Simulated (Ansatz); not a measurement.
`C[Si]N` + H₂ → `N[SiH]` + CH₄  (hydrogenolysis of the Si–C bond)

Computed with Ansatz on PBE0-D4/def2-TZVP structures; ΔE is electronic, products minus reactants. CBS: MP2 limit from def2 TZ/QZ plus the TZ coupled-cluster correction, frozen cores. This one scheme is used for every species. Each species was taken in one conformer, which may not be the lowest.

| species | CCSD(T)/def2-TZVPP energy (Eh) |
| --- | --- |
| `C[Si]N` | -384.76430 |
| H₂ | -1.17233 |
| `N[SiH]` | -345.50927 |
| CH₄ | -40.43861 |

**Question.** Work out ΔE.

**Answer.** ΔE = (-345.50927) + (-40.43861) − (-384.76430) − (-1.17233) = -0.01125 Eh = -7.1 kcal/mol. CCSD(T)/CBS gives -6.1 kcal/mol.

Largest T1 diagnostic among the species: 0.015.

In def2-TZVPP, CCSD(T) changes the Hartree–Fock value by +5.1 kcal/mol (the triples alone add +1.0 kcal/mol) and MP2 by +6.5 kcal/mol. From BLYP to BHLYP (50 % exact exchange), in def2-TZVPP and without D4, ΔE moves by −1.0 kcal/mol.
